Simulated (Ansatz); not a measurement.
What does this script print? It uses the Ansatz DFT code, driven from Python.

Script `run_md.py`:
```python
"""A short Born-Oppenheimer trajectory of CH4S2."""

import ansatz
import numpy as np
from rdkit import Chem
from rdkit.Chem import AllChem

# a force-field geometry from the SMILES
rd = Chem.AddHs(Chem.MolFromSmiles("SCS"))
AllChem.EmbedMolecule(rd, randomSeed=598)
AllChem.UFFOptimizeMolecule(rd)
ch4s2 = ansatz.Crystal.molecule()
for atom, xyz in zip(rd.GetAtoms(), rd.GetConformer().GetPositions()):
    ch4s2 = ch4s2.atom(atom.GetSymbol(), xyz.round(5).tolist())

job = ch4s2.calculation()
job = job.basis(gaussian="6-31G").functional("b3lyp", dispersion="d3bj")
symbols = [site.symbol for site in ch4s2.cartesian_sites]
start = np.array([site.position_ang for site in ch4s2.cartesian_sites], dtype=float)
r = job.relax(force_tolerance=0.02).run().report
end = np.array(r["positions_ang"])
minimum = ansatz.Crystal.molecule()
for symbol, place in zip(symbols, end):
    minimum = minimum.atom(symbol, place.tolist())

# dynamics from the relaxed geometry
job = minimum.calculation()
job = job.basis(gaussian="6-31G").functional("b3lyp", dispersion="d3bj")
job = job.md("nve", timestep=0.5, steps=30, temperature=300, initial_velocities="maxwell_boltzmann", seed=59)
frames = []
res = job.session().plan().execute(on_event=lambda e: frames.append(e["data"]) if e["event"] == "md_step" else None)
print("t (fs)   E_pot (eV)      E_kin (eV)   T (K)   d(0-1) (A)")
for f in frames[::3]:
    xyz = np.array(f["positions_ang"])
    print(f"{f['time_fs']:6.2f} {f['lagrangian_ev']:14.5f} {f['e_kin_ev']:10.5f} {f['temperature_k']:8.1f} {np.linalg.norm(xyz[0] - xyz[1]):9.4f}")
kept = np.array([f["conserved_ev"] for f in frames])
print(f"conserved energy moves by at most {1000 * np.ptp(kept):.3f} meV")
symbols = [site.symbol for site in ch4s2.cartesian_sites]
with open("last_frame.xyz", "w") as handle:
    handle.write(f"{len(symbols)}\nt = {frames[-1]['time_fs']} fs\n")
    handle.writelines("{:2s} {:10.5f} {:10.5f} {:10.5f}\n".format(s, *xyz) for s, xyz in zip(symbols, frames[-1]["positions_ang"]))
```

```console
$ python run_md.py
t (fs)   E_pot (eV)      E_kin (eV)   T (K)   d(0-1) (A)
  0.00   -22771.11081    0.19389    300.0    1.8887
  1.50   -22771.08783    0.17114    264.8    1.8845
  3.00   -22771.04539    0.12897    199.5    1.8803
  4.50   -22771.01731    0.10082    156.0    1.8763
  6.00   -22770.99884    0.08229    127.3    1.8728
  7.50   -22770.98357    0.06714    103.9    1.8698
  9.00   -22770.98615    0.06978    108.0    1.8676
 10.50   -22771.01313    0.09662    149.5    1.8661
 12.00   -22771.04706    0.13037    201.7    1.8653
 13.50   -22771.06332    0.14653    226.7    1.8650
 15.00   -22771.04895    0.13226    204.6    1.8657
conserved energy moves by at most 0.547 meV
```

It writes `last_frame.xyz`:
```text
7
t = 15.0 fs
S     1.60461   -0.10929    0.42235
C    -0.18206   -0.52050    0.07680
S    -1.32729    0.86404   -0.51425
H     1.98257    0.39998   -0.81773
H    -0.51747   -0.91885    1.02987
H    -0.29717   -1.25089   -0.73157
H    -1.47829    1.51465    0.66322
```

Caveats:
- The settings weren't tested for convergence.
- The trajectory is only some femtoseconds long, so its temperature is not equilibrated; where the script doesn't relax first, it starts from a rough generated geometry.
- b3lyp holds the VWN-RPA fit, as in Gaussian; the form of ORCA and Turbomole is b3lyp5.
- The temperature counts the internal degrees of freedom alone.
- It ran for 41 s on 1 thread of AMD EPYC 9B14 (Zen 4) (shared host), peak memory 0.24 GiB.
